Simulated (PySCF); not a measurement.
## Working out the ionisation energy of C

C [He] 2s2 2p2 (3P) → C⁺ [He] 2s2 2p1 (2P). All numbers are calculated (PySCF 2.14, no relativity, point nucleus, in aug-cc-pV5Z). Frozen: 1s2. Energies in hartree (1 hartree = 27.21139 eV):

```csv
part,C (lower),C⁺ (upper)
UHF,-37.693690,-37.296785
MP2 opposite-spin,-0.060647,-0.052287
MP2 same-spin,-0.013775,-0.003859
```

**Question.** What does Hartree-Fock give?

**Answer.** (-37.296785) − (-37.693690) = 0.396905 hartree = 10.800 eV.

**Question.** What do MP2 and SCS-MP2 (6/5 opposite-spin, 1/3 same-spin) give?

**Answer.** The opposite-spin parts differ by 0.227 eV and the same-spin parts by 0.270 eV. MP2: 10.800 + (0.227) + (0.270) = 11.297 eV. SCS-MP2: 10.800 + 1.2 × (0.227) + (0.270)/3 = 11.162 eV.

Measured between the centres of the two terms (NIST): 11.262 eV, so MP2 (valence) is off by 0.035 eV.

What remains against the reference includes basis incompleteness, the frozen core and correlation beyond second order.
